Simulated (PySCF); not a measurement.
AlF3, SMILES [F][Al]([F])[F]. Geometry: B3LYP-D3(BJ)/def2-TZVP. The isomer is the one that the SMILES or the coordinates give; other isomers of the formula were not compared.

PySCF with TDDFT-LC-ωPBE/def2-SVPD puts the lowest singlet excitations at 9.06, 9.54, 9.54, 9.87, 9.87, 10.33 eV.

Problem. What are the lowest excitation roots from ADC(2)/aug-cc-pVDZ (PySCF)? (An estimate is asked for; the answer gives what the named calculation found.)

Solution. 8.64, 9.09, 9.09, 9.42, 9.42, 9.91 eV. S1 differs by -0.42 eV (second minus first; roots are paired by order, and the bases may differ).
